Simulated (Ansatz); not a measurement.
C3H4FNO can be A, `N/C=C1\OC1F`, or B, `N=C(O)C=CF`.

Gas-phase electronic energies from Ansatz, PBE0-D4/def2-TZVP geometries. CBS: MP2 limit from def2 TZ/QZ plus the TZ coupled-cluster correction, frozen cores. Functionals use def2-TZVPP. B3LYP here is the variant with VWN-RPA as its local correlation; programs differ in this. One conformer a species, not always the lowest.

Task: Which is lower in electronic energy at CCSD(T)/CBS, and by how much? (Estimate.)

Result: Computed: B, by 149.6 kJ/mol.

Task: Give E(B) − E(A) in kJ/mol with PBE0-D4, CCSD(T)/def2-TZVPP, PBE-D4, B3LYP-D4, r2SCAN-D4, CCSD/def2-TZVPP, B2PLYP. (Best estimate.)

Result: Ansatz gave: PBE0-D4 -131.6, CCSD(T)/def2-TZVPP -151.1, PBE-D4 -128.6, B3LYP-D4 -148.3, r2SCAN-D4 -138.7, CCSD/def2-TZVPP -151.1, B2PLYP -148.8. None reverses the order clearly.

Largest T1 diagnostic: 0.014.

In def2-TZVPP, CCSD(T) changes the Hartree–Fock value by +15.0 kJ/mol (the triples alone add +0.0 kJ/mol) and MP2 by +19.3 kJ/mol. From PBE to PBE0 (25 % exact exchange), in def2-TZVPP and without D4, E(B) − E(A) moves by −3.3 kJ/mol.
